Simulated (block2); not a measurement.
# DMRG/ANO-RCC-MB run of O2F (SMILES [O]OF)

Aim: the vertical ionisation energy of O2F at DMRG/ANO-RCC-MB, from 2 runs. 

The calculation is run with block2 0.5.4.

1 further run of the same task is left out (set aside as unsound or not needed).

**1. The system as given**

O2F has 3 atoms, charge 0, and is taken as a doublet. As SMILES, `[O]OF`. The shape is that of a PBE0-D4/def2-TZVP optimisation.

Bond lengths: O1–O2 1.181 Å. A long bond or contact: O2–F3 1.573 Å.

**2. A single-point energy at DMRG/ANO-RCC-MB**

The input, dmrg.py:

```python
import numpy as np
from pyscf import cc, dft, gto, mcscf, mp, scf
from pyblock2._pyscf.ao2mo import integrals as itg
from pyblock2.driver.core import DMRGDriver, SymmetryTypes

geom = """
O      0.933400    -0.295440     0.482240
O      0.133270     0.497870     0.127930
F     -1.066650    -0.202430    -0.610160
"""
mol = gto.M(
    atom=geom,
    basis="ano-rcc-mb",
    spin=1,
    verbose=3,
)
print("basis functions         : %d" % (mol.nao))
mf = scf.ROHF(mol)
mf.conv_tol = 1e-10
mf.max_cycle = 200
mf.kernel()
if not mf.converged:
    mf = mf.newton().run(mf.mo_coeff, mf.mo_occ)
print(f"SCF energy              : {mf.e_tot:.10f}")
# MP2, CCSD and CCSD(T) with the same frozen core
ref = scf.UHF(mol).run(mf.make_rdm1(), conv_tol=1e-10)
pt = mp.MP2(ref, frozen=3).run()
mycc = cc.CCSD(ref, frozen=3)
mycc.max_cycle = 150
mycc.kernel()
print(f"MP2 total energy        : {pt.e_tot:.10f}")
if mycc.converged:
    print("CCSD total energy       : %.10f" % (mycc.e_tot))
    print(f"E(CCSD(T))              : {mycc.e_tot + mycc.ccsd_t():.10f}")
# a few density functionals on the same geometry and basis
ks = dft.UKS(mol, xc="blyp").set(conv_tol=1e-9, verbose=3).run(mf.make_rdm1())
if ks.converged:
    print("E(BLYP)                 : %.8f" % (ks.e_tot))
ks = dft.UKS(mol, xc="m06l").set(conv_tol=1e-9, verbose=3).run(mf.make_rdm1())
if ks.converged:
    print(f"E(M06-L)                : {ks.e_tot:.8f}")
ks = dft.UKS(mol, xc="tpssh").set(conv_tol=1e-9, verbose=3).run(mf.make_rdm1())
if ks.converged:
    print("E(TPSSh)                : %.8f" % (ks.e_tot))
ks = dft.UKS(mol, xc="camb3lyp").set(conv_tol=1e-9, verbose=3).run(mf.make_rdm1())
if ks.converged:
    print("E(CAM-B3LYP)            : %.8f" % (ks.e_tot))
ks = dft.UKS(mol, xc="b3lyp").set(conv_tol=1e-9, verbose=3).run(mf.make_rdm1())
if ks.converged:
    print(f"E(B3LYP)                : {ks.e_tot:.8f}")
# natural orbitals of MP2 give a compact matrix product state
occ_no, mo = mcscf.addons.make_natural_orbitals(mp.MP2(mf.to_uhf(), frozen=3).run())
mf.mo_coeff = mo
ncas, n_elec, spin, ecore, h1e, g2e, orb_sym = itg.get_rhf_integrals(mf, ncore=3, ncas=12, pg_symm=False, g2e_symm=1)
dmrg = DMRGDriver(scratch="./tmp", symm_type=SymmetryTypes.SU2, stack_mem=1500 << 20, n_threads=1)
# order the orbitals along the chain
idx = dmrg.orbital_reordering(h1e, g2e, method="gaopt")
print("orbital order:", idx.tolist())
h1e = h1e[np.ix_(idx, idx)]
g2e = g2e[np.ix_(idx, idx, idx, idx)]
orb_sym = np.array(orb_sym)[idx]
dmrg.initialize_system(n_sites=ncas, n_elec=n_elec, spin=spin, orb_sym=orb_sym)
mpo = dmrg.get_qc_mpo(h1e=h1e, g2e=g2e, ecore=ecore, iprint=1)
occs = np.array([1.8] * 9 + [1.0] * 1 + [0.2] * 2)[idx]
psi = dmrg.get_random_mps(tag="GS", bond_dim=50, nroots=1, occs=occs)
bond_dims = [50] * 2 + [75] * 3 + [100] * 3
noises = [0.0001] * 2 + [0.0001] * 3 + [1e-05] * 3 + [0]
thrds = [1e-09] * 8
e = dmrg.dmrg(mpo, psi, n_sweeps=14, tol=1e-06, bond_dims=bond_dims, noises=noises, thrds=thrds, iprint=1)
ms, dws, es = dmrg.get_dmrg_results()
print("DW                      : %.3e" % (dws[-1]))
print("final energy            : %.10f" % (e))
dm1 = dmrg.get_1pdm(psi)
print("natural occupations     :", np.round(np.linalg.eigvalsh(dm1)[::-1], 5).tolist())
c_act = mf.mo_coeff[:, 3:15][:, idx]
dm_ao = c_act @ dm1 @ c_act.T + 2 * mf.mo_coeff[:, :3] @ mf.mo_coeff[:, :3].T
print("dipole / D              :", np.round(scf.hf.dip_moment(mol, dm_ao, verbose=0), 4).tolist())
print("largest bipartite entropy: %.4f" % (max(dmrg.get_bipartite_entanglement(psi))))
csf, coef = dmrg.get_csf_coefficients(psi, cutoff=0.05, iprint=1)
print("leading coefficient squared: %.4f" % (np.max(np.abs(coef)) ** 2))
# FCI check
ci = mcscf.CASCI(mf, 12, (10, 9))
ci.fix_spin_(ss=0.75)
ci.fcisolver.conv_tol = 1e-10
ci.fcisolver.max_cycle = 200
ci.kernel()
print("exact diagonalisation   : %.10f" % (ci.e_tot))
```

Command:

```
$ python dmrg.py
```

The log of the run:

```text
basis functions         : 15
converged SCF energy = -248.746525160882
SCF energy              : -248.7465251609
converged SCF energy = -248.747080410385  <S^2> = 0.75391813  2S+1 = 2.0039143
E(UMP2) = -248.855441196837  E_corr = -0.108360786452022
E(SCS-UMP2) = -248.862085177573  E_corr = -0.115004767187797
E(UCCSD) = -248.9054645998191  E_corr = -0.158384189433648
MP2 total energy        : -248.8554411968
CCSD total energy       : -248.9054645998
UCCSD(T) correction = -0.00759957104624229
E(CCSD(T))              : -248.9130641709
converged SCF energy = -249.952559650299  <S^2> = 0.75569771  2S+1 = 2.0056896
E(BLYP)                 : -249.95255965
converged SCF energy = -249.90418453813  <S^2> = 0.80059754  2S+1 = 2.0499732
E(M06-L)                : -249.90418454
converged SCF energy = -249.948070439148  <S^2> = 0.77983359  2S+1 = 2.0296143
E(TPSSh)                : -249.94807044
converged SCF energy = -249.867655333105  <S^2> = 0.93026818  2S+1 = 2.172803
E(CAM-B3LYP)            : -249.86765533
converged SCF energy = -249.940810380549  <S^2> = 0.82297831  2S+1 = 2.0716933
E(B3LYP)                : -249.94081038
E(UMP2) = -248.855341727173  E_corr = -0.108816566291219
E(SCS-UMP2) = -248.861896113421  E_corr = -0.115370952538576
orbital order: [5, 9, 11, 7, 4, 2, 6, 0, 10, 8, 3, 1]
integral symmetrize error =  0.0
integral cutoff error =  0.0
mpo terms =      12235

Build MPO | Nsites =    12 | Nterms =      12235 | Algorithm = FastBIP | Cutoff = 1.00e-20
 Site =     0 /    12 .. Mmpo =    14 DW = 0.00e+00 NNZ =       14 SPT = 0.0000 Tmvc = 0.001 T = 0.002
 Site =     1 /    12 .. Mmpo =    46 DW = 0.00e+00 NNZ =      214 SPT = 0.6677 Tmvc = 0.001 T = 0.003
 Site =     2 /    12 .. Mmpo =    68 DW = 0.00e+00 NNZ =      428 SPT = 0.8632 Tmvc = 0.001 T = 0.003
 Site =     3 /    12 .. Mmpo =    98 DW = 0.00e+00 NNZ =      727 SPT = 0.8909 Tmvc = 0.001 T = 0.003
 Site =     4 /    12 .. Mmpo =   136 DW = 0.00e+00 NNZ =     1048 SPT = 0.9214 Tmvc = 0.001 T = 0.004
 Site =     5 /    12 .. Mmpo =   182 DW = 0.00e+00 NNZ =     1359 SPT = 0.9451 Tmvc = 0.001 T = 0.004
 Site =     6 /    12 .. Mmpo =   136 DW = 0.00e+00 NNZ =     5502 SPT = 0.7777 Tmvc = 0.001 T = 0.007
 Site =     7 /    12 .. Mmpo =    98 DW = 0.00e+00 NNZ =     1048 SPT = 0.9214 Tmvc = 0.000 T = 0.002
 Site =     8 /    12 .. Mmpo =    68 DW = 0.00e+00 NNZ =      726 SPT = 0.8911 Tmvc = 0.000 T = 0.001
 Site =     9 /    12 .. Mmpo =    46 DW = 0.00e+00 NNZ =      423 SPT = 0.8648 Tmvc = 0.000 T = 0.001
 Site =    10 /    12 .. Mmpo =    14 DW = 0.00e+00 NNZ =      211 SPT = 0.6724 Tmvc = 0.000 T = 0.000
 Site =    11 /    12 .. Mmpo =     1 DW = 0.00e+00 NNZ =       14 SPT = 0.0000 Tmvc = 0.000 T = 0.000
Ttotal =      0.030 Tmvc-total = 0.007 MPO bond dimension =   182 MaxDW = 0.00e+00
NNZ =        11714 SIZE =        97060 SPT = 0.8793

Rank =     0 Ttotal =      0.030 MPO method = FastBipartite bond dimension =     182 NNZ =        11714 SIZE =        97060 SPT = 0.8793

Sweep =    0 | Direction =  forward | Bond dimension =   50 | Noise =  1.00e-04 | Dav threshold =  1.00e-09
Time elapsed =      0.529 | E =    -248.9103310940 | DW = 2.24186e-07

Sweep =    1 | Direction = backward | Bond dimension =   50 | Noise =  1.00e-04 | Dav threshold =  1.00e-09
Time elapsed =      1.127 | E =    -248.9174595373 | DE = -7.13e-03 | DW = 5.10653e-06

Sweep =    2 | Direction =  forward | Bond dimension =   75 | Noise =  1.00e-04 | Dav threshold =  1.00e-09
Time elapsed =      1.855 | E =    -248.9175563406 | DE = -9.68e-05 | DW = 3.87255e-07

Sweep =    3 | Direction = backward | Bond dimension =   75 | Noise =  1.00e-04 | Dav threshold =  1.00e-09
Time elapsed =      2.644 | E =    -248.9175781423 | DE = -2.18e-05 | DW = 7.89435e-07

Sweep =    4 | Direction =  forward | Bond dimension =   75 | Noise =  1.00e-04 | Dav threshold =  1.00e-09
Time elapsed =      3.405 | E =    -248.9175784739 | DE = -3.32e-07 | DW = 6.84934e-07

Sweep =    5 | Direction = backward | Bond dimension =  100 | Noise =  1.00e-05 | Dav threshold =  1.00e-09
Time elapsed =      4.346 | E =    -248.9175803108 | DE = -1.84e-06 | DW = 2.30022e-08

Sweep =    6 | Direction =  forward | Bond dimension =  100 | Noise =  1.00e-05 | Dav threshold =  1.00e-09
Time elapsed =      5.382 | E =    -248.9175804536 | DE = -1.43e-07 | DW = 1.85264e-08

Sweep =    7 | Direction = backward | Bond dimension =  100 | Noise =  1.00e-05 | Dav threshold =  1.00e-09
Time elapsed =      6.386 | E =    -248.9175804853 | DE = -3.18e-08 | DW = 2.50231e-08

Sweep =    8 | Direction =  forward | Bond dimension =  100 | Noise =  0.00e+00 | Dav threshold =  1.00e-07
Time elapsed =      7.288 | E =    -248.9175804920 | DE = -6.65e-09 | DW = 3.41996e-10

DW                      : 3.420e-10
final energy            : -248.9175804920
natural occupations     : [1.99958, 1.99908, 1.99863, 1.99525, 1.99075, 1.96505, 1.96394, 1.96296, 1.76009, 1.04421, 0.27918, 0.04129]
dipole / D              : [0.3129, 0.137, 0.1875]
largest bipartite entropy: 0.5234
mps center changed (temporarily)
DTRIE T =      0.001
Number of CSF =         14 (cutoff =      0.05)
Sum of weights of included CSF =    0.972273361682063

CSF          0 2-0222220222  =   -0.874964797353125
CSF          1 2-0222222022  =    0.295086470646629
CSF          2 -20222+2-222  =    0.157751050405955
CSF          3 -20222220222  =   -0.147178714405717
CSF          4 2-0222+2-222  =    0.142539778931429
CSF          5 -2+-22220222  =    0.095947300888321
CSF          6 2-0222+22-22  =   -0.089143460151230
CSF          7 2-+-22+2-222  =    0.085741673508587
CSF          8 2+022222--22  =   -0.084646175812043
CSF          9 -20222+22-22  =   -0.073086321239506
CSF         10 22022222022-  =    0.069298830929128
CSF         11 2-2022220222  =    0.065838457347748
CSF         12 -20222222022  =    0.059343046605227
CSF         13 22022222+-2-  =   -0.055678494970025
leading coefficient squared: 0.7656
CASCI E = -248.917580503988  E(CI) = -95.2458633348583  S^2 = 0.7500000
exact diagonalisation   : -248.9175805040
```

It took 25 s on 1 thread of Arm Neoverse V2, shared host; peak memory 0.3 GiB.

**3. The singlet cation: the energy at DMRG/ANO-RCC-MB**

The input, run_dmrg.py:

```python
import numpy as np
from pyscf import cc, dft, gto, mcscf, mp, scf
from pyblock2._pyscf.ao2mo import integrals as itg
from pyblock2.driver.core import DMRGDriver, SymmetryTypes

geom = """
O      0.933400    -0.295440     0.482240
O      0.133270     0.497870     0.127930
F     -1.066650    -0.202430    -0.610160
"""
mol = gto.M(
    atom=geom,
    basis="ano-rcc-mb",
    charge=1,
    spin=0,
    verbose=4,
)
print("basis functions                = %d" % (mol.nao))
mf = scf.RHF(mol)
mf.conv_tol = 1e-10
mf.max_cycle = 200
mf.kernel()
if not mf.converged:
    mf = mf.newton().run(mf.mo_coeff, mf.mo_occ)
print("E(HF)                          = %.10f" % (mf.e_tot))
# single-reference ladder for comparison
ref = mf
pt = mp.MP2(ref, frozen=3).run()
mycc = cc.CCSD(ref, frozen=3)
mycc.max_cycle = 150
mycc.kernel()
print(f"E(MP2)                         = {pt.e_tot:.10f}")
if mycc.converged:
    print("E(CCSD)                        = %.10f" % (mycc.e_tot))
    print(f"E(CCSD(T))                     = {mycc.e_tot + mycc.ccsd_t():.10f}")
    print(f"T1 diagnostic                  = {mycc.get_t1_diagnostic():.4f}")
# a few density functionals on the same geometry and basis
ks = dft.RKS(mol, xc="blyp").set(conv_tol=1e-9, verbose=3).run()
if ks.converged:
    print(f"E(BLYP)                        = {ks.e_tot:.8f}")
ks = dft.RKS(mol, xc="m06l").set(conv_tol=1e-9, verbose=3).run()
if ks.converged:
    print(f"E(M06-L)                       = {ks.e_tot:.8f}")
ks = dft.RKS(mol, xc="tpssh").set(conv_tol=1e-9, verbose=3).run()
if ks.converged:
    print(f"E(TPSSh)                       = {ks.e_tot:.8f}")
ks = dft.RKS(mol, xc="camb3lyp").set(conv_tol=1e-9, verbose=3).run()
if ks.converged:
    print(f"E(CAM-B3LYP)                   = {ks.e_tot:.8f}")
ks = dft.RKS(mol, xc="b3lyp").set(conv_tol=1e-9, verbose=3).run()
if ks.converged:
    print("E(B3LYP)                       = %.8f" % (ks.e_tot))
# rotate to MP2 natural orbitals
occ_no, mo = mcscf.addons.make_natural_orbitals(mp.MP2(mf, frozen=3).run())
mf.mo_coeff = mo
ncas, n_elec, spin, ecore, h1e, g2e, orb_sym = itg.get_rhf_integrals(mf, ncore=3, ncas=12, pg_symm=False, g2e_symm=1)
driver = DMRGDriver(scratch="./tmp", symm_type=SymmetryTypes.SU2, stack_mem=1500 << 20, n_threads=1)
# order the orbitals along the chain
idx = driver.orbital_reordering(h1e, g2e, method="fiedler")
print("orbital order:", idx.tolist())
h1e = h1e[np.ix_(idx, idx)]
g2e = g2e[np.ix_(idx, idx, idx, idx)]
orb_sym = np.array(orb_sym)[idx]
driver.initialize_system(n_sites=ncas, n_elec=n_elec, spin=spin, orb_sym=orb_sym)
mpo = driver.get_qc_mpo(h1e=h1e, g2e=g2e, ecore=ecore, iprint=1)
occs = np.array([1.8] * 9 + [0.2] * 3)[idx]
ket = driver.get_random_mps(tag="GS", bond_dim=50, nroots=1, occs=occs)
bond_dims = [50] * 3 + [100] * 2
noises = [0.0001] * 3 + [1e-05] * 2 + [0]
thrds = [1e-09] * 5
e = driver.dmrg(mpo, ket, n_sweeps=11, tol=1e-06, bond_dims=bond_dims, noises=noises, thrds=thrds, iprint=1)
ms, dws, es = driver.get_dmrg_results()
print("DW                             = %.3e" % (dws[-1]))
print(f"E(final)                       = {e:.10f}")
dm1 = driver.get_1pdm(ket)
print("NOONs                          =", np.round(np.linalg.eigvalsh(dm1)[::-1], 5).tolist())
c_act = mf.mo_coeff[:, 3:15][:, idx]
dm_ao = c_act @ dm1 @ c_act.T + 2 * mf.mo_coeff[:, :3] @ mf.mo_coeff[:, :3].T
print("dipole / D                     =", np.round(scf.hf.dip_moment(mol, dm_ao, verbose=0), 4).tolist())
print("largest bipartite entropy      = %.4f" % (max(driver.get_bipartite_entanglement(ket))))
# exact diagonalisation in the same space
ci = mcscf.CASCI(mf, 12, (9, 9))
ci.fix_spin_(ss=0)
ci.fcisolver.conv_tol = 1e-10
ci.fcisolver.max_cycle = 200
ci.kernel()
print("exact diagonalisation          = %.10f" % (ci.e_tot))
```

Command:

```
$ python run_dmrg.py
```

The log of the run:

```text
[INPUT] verbose = 4
[INPUT] num. atoms = 3
[INPUT] num. electrons = 24
[INPUT] charge = 1
[INPUT] spin (= nelec alpha-beta = 2S) = 0
[INPUT] symmetry False subgroup None
[INPUT] Mole.unit = angstrom
[INPUT] Symbol           X                Y                Z      unit          X                Y                Z       unit  Magmom
[INPUT]  1 O      0.933400000000  -0.295440000000   0.482240000000 AA    1.763870364669  -0.558300686242   0.911301526310 Bohr   0.0
[INPUT]  2 O      0.133270000000   0.497870000000   0.127930000000 AA    0.251843800621   0.940837945637   0.241752663116 Bohr   0.0
[INPUT]  3 F     -1.066650000000  -0.202430000000  -0.610160000000 AA   -2.015676370767  -0.382537259396  -1.153035292165 Bohr   0.0

nuclear repulsion = 69.5966922282333
number of shells = 6
number of NR pGTOs = 123
number of NR cGTOs = 15
basis = ano-rcc-mb
ecp = {}
CPU time:         0.51
basis functions                = 15

******** <class 'pyscf.scf.hf.RHF'> ********
method = RHF
initial guess = minao
damping factor = 0
level_shift factor = 0
DIIS = <class 'pyscf.scf.diis.CDIIS'>
diis_start_cycle = 1
diis_space = 8
diis_damp = 0
SCF conv_tol = 1e-10
SCF conv_tol_grad = None
SCF max_cycles = 200
direct_scf = True
direct_scf_tol = 1e-13
chkfile to save SCF result = tmp_r_5gm7x
max_memory 1800 MB (current use 123 MB)
Set gradient conv threshold to 1e-05
Initial guess from minao.
init E= -249.113675834379
[... 32 lines left out ...]
converged SCF energy = -248.168907980585
[... 23 lines left out ...]
Init t2, MP2 energy = -248.342472913749  E_corr(MP2) -0.173564933164409
[... 21 lines left out ...]
CCSD converged
[... 15 lines left out ...]
converged SCF energy = -249.392640153323
[... 10 lines left out ...]
converged SCF energy = -249.330731520502
[... 10 lines left out ...]
converged SCF energy = -249.369086308005
[... 10 lines left out ...]
converged SCF energy = -249.270571194277
[... 10 lines left out ...]
converged SCF energy = -249.35077060282
[... 11 lines left out ...]
integral symmetrize error =  0.0
integral cutoff error =  0.0
[... 18 lines left out ...]
Rank =     0 Ttotal =      0.031 MPO method = FastBipartite bond dimension =     182 NNZ =        11720 SIZE =        97060 SPT = 0.8792

Sweep =    0 | Direction =  forward | Bond dimension =   50 | Noise =  1.00e-04 | Dav threshold =  1.00e-09
Time elapsed =      0.463 | E =    -248.3421540942 | DW = 4.76026e-07

Sweep =    1 | Direction = backward | Bond dimension =   50 | Noise =  1.00e-04 | Dav threshold =  1.00e-09
Time elapsed =      1.155 | E =    -248.4117163003 | DE = -6.96e-02 | DW = 3.21791e-05

Sweep =    2 | Direction =  forward | Bond dimension =   50 | Noise =  1.00e-04 | Dav threshold =  1.00e-09
Time elapsed =      1.755 | E =    -248.4122576806 | DE = -5.41e-04 | DW = 4.49344e-05

Sweep =    3 | Direction = backward | Bond dimension =  100 | Noise =  1.00e-05 | Dav threshold =  1.00e-09
Time elapsed =      2.722 | E =    -248.4126548650 | DE = -3.97e-04 | DW = 2.59924e-07

Sweep =    4 | Direction =  forward | Bond dimension =  100 | Noise =  1.00e-05 | Dav threshold =  1.00e-09
Time elapsed =      4.168 | E =    -248.4127238023 | DE = -6.89e-05 | DW = 1.37951e-06

Sweep =    5 | Direction = backward | Bond dimension =  100 | Noise =  0.00e+00 | Dav threshold =  1.00e-07
Time elapsed =      5.104 | E =    -248.4127286610 | DE = -4.86e-06 | DW = 9.92484e-07

Sweep =    6 | Direction =  forward | Bond dimension =  100 | Noise =  0.00e+00 | Dav threshold =  1.00e-07
Time elapsed =      6.061 | E =    -248.4127292338 | DE = -5.73e-07 | DW = 9.83536e-07

DW                             = 9.835e-07
E(final)                       = -248.4127292338
NOONs                          = [1.99896, 1.99835, 1.99684, 1.99089, 1.9592, 1.95131, 1.92084, 1.83772, 1.77551, 0.27551, 0.2491, 0.04578]
dipole / D                     = [0.9229, 0.0561, 0.5149]
largest bipartite entropy      = 1.3112

******** <class 'pyscf.mcscf.casci.CASCI'> ********
CAS (9e+9e, 12o), ncore = 3, nvir = 0
natorb = False
canonicalization = True
sorting_mo_energy = False
max_memory 1800 MB (current use 302 MB)
******** <class 'pyscf.fci.addons.SpinPenaltyFCISolver'> ********
max. cycles = 200
conv_tol = 1e-10
davidson only = True
linear dependence = 1e-12
level shift = 0.001
max iter space = 12
max_memory 1800 MB
nroots = 1
pspace_size = 400
spin = None
Density matrix diagonal elements [1.99796616 1.99786765 1.76018595 1.99595812 1.98412464 1.8560705
 1.94891148 1.77799601 1.88142189 0.38625785 0.36606408 0.04717568]
CASCI converged
CASCI E = -248.412735589490  E(CI) = -94.7396819405191  S^2 = 0.0000000
exact diagonalisation          = -248.4127355895
```

It took 20 s on 1 thread of Arm Neoverse V2, shared host; peak memory 0.3 GiB.

**4. Summary of results**

At DMRG/ANO-RCC-MB, 3 core orbitals frozen:

| quantity | value |
| --- | --- |
| run 1, DMRG/ANO-RCC-MB: total energy | -248.91758 Eh |
| run 1, DMRG/ANO-RCC-MB: dipole moment (of the density that the program reports) | 0.39 D |
| singlet cation: total energy | -248.41273 Eh |
| singlet cation: T1 diagnostic of the CCSD step | 0.059 |
| vertical ionisation energy (to the singlet cation) | 13.738 eV |

**Reading.** The vertical ionisation energy comes to 13.74 eV (1325 kJ/mol). Only the singlet of the ionised species was computed; a triplet could lie lower. In a minimal basis such a difference can be off by several eV, whatever the method. The basis (run 1, DMRG/ANO-RCC-MB) was made for a relativistic Hamiltonian, but the run is non-relativistic. The T1 diagnostic (singlet cation) of 0.059 is above the customary mark for such species, so a single reference may not serve. The basis (singlet cation) was made for a relativistic Hamiltonian, but the run is non-relativistic.
